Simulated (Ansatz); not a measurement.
# How far each method lies from UCCSDT(Q) for HSP, triplet

Geometry: that of the HSP, singlet, kept fixed.

```xyz
3

P     0.0000    0.0376    1.0171
S     0.0000   -0.0745   -0.9381
H     0.0000    1.2136   -1.4118
```

Basis cc-pVDZ; Ansatz 0.2.0. Only valence electrons are correlated (noble-gas cores frozen), which leaves 12 electrons in 31 orbitals. R marks a restricted (for open shells ROHF) determinant, U an unrestricted one. Active spaces: valence = (12e, 9o) chosen from the atoms' valence shells.

Full CI isn't at hand for all of this; UCCSDT(Q) serves as the reference, and is uncertain by about the last step of the cluster series. The frozen core follows each run's orbitals, which can shift R against U totals by a few meV.

For open shells CISD is restricted-active-space CI with the open shells as a complete middle space.

```
UHF ⟨S²⟩                          : 2.028
T1 diagnostic (RCCSD)             : 0.0228
largest doubles amplitude (RCCSD) : 0.042
T1 diagnostic (UCCSD)             : 0.0194
```

```tsv
level	E − E(UCCSDT(Q)) (kJ/mol)	share of correlation (%)	wall time
RHF	679.9	0.00	–
UHF	661.7	2.68	–
RMP2	104.3	84.67	–
UMP2	107.9	84.13	–
CISD	76.5	88.75	2.1 s
RCCSD	22.8	96.65	–
UCCSD	22.4	96.71	–
RCCSD(T)	3.8	99.44	1 s
UCCSD(T)	3.8	99.43	0.9 s
BCCD(T)	3.7	99.45	1.2 s
RCCSDT	1.5	99.78	–
UCCSDT	1.4	99.79	–
RCCSDT(Q)	0.1	99.99	17 s
CASSCF (valence space)	570.7	16.06	–
NEVPT2 (valence space)	120.8	82.24	2.8 s
NEVPT4(SD) (valence space)	9.2	98.64	4 s
MRCISD (valence space)	52.5	92.28	–
MRCISD+Q (valence space)	2.6	99.62	4.4 s
```

The correlation energy at UCCSDT(Q), counted from RHF, is -7.046 eV. That run took 15 s on 1 thread of Arm Neoverse V1, shared host.

Times hold each run's SCF and search for its determinant on a shared host, so for small cases they say little of a method's own cost; they ran on 1 thread of Arm Neoverse V1.

Natural occupations of CASSCF (valence space) about the gap: 1.991 1.978 1.972 1.008 1.002 0.031 0.030; effectively unpaired electrons, Σ n²(2−n)², 2.01.
